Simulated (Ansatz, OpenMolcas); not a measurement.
# C2H5Cl (chloroethane): a line through the functionals

C2H5Cl has 8 atoms, charge 0, and is taken as a singlet. As SMILES, `CCCl`. Geometry: relaxed at PBE0-D4/def2-TZVP.

The HOMO–LUMO gap y, in eV, basis 6-311+G(d,p); a is the functional's share of exact exchange. Programs: Ansatz 0.2.0, OpenMolcas 26.06.

```
functional     program     a  y (eV)
      TPSS  OpenMolcas     0    6.80
    r2SCAN      Ansatz     0    7.27
     B3LYP      Ansatz   0.2       ?
      PBE0      Ansatz  0.25    8.63
     BHLYP      Ansatz   0.5   10.35
```

Question: Fit y = c + s·a to the known rows and predict B3LYP.

Answer: 
1. Means of the 4 rows: a = 0.1875, y = 8.262.
2. Σ(Δa)² = 0.17188, Σ(Δa·Δy) = 1.1356, so the slope is 1.1356/0.17188 = 6.6069.
3. Intercept: 8.262 − (6.6069) × 0.1875 = 7.023. The largest residual of the fit is 0.25.
4. B3LYP: 7.023 + (6.6069) × 0.2 = 8.34 eV.

The run gave 8.10 eV, so the prediction is off by +0.24 eV, within the largest residual. Exact exchange lowers occupied levels and raises empty ones. The rows mix families of semi-local functionals, which the line can't see.
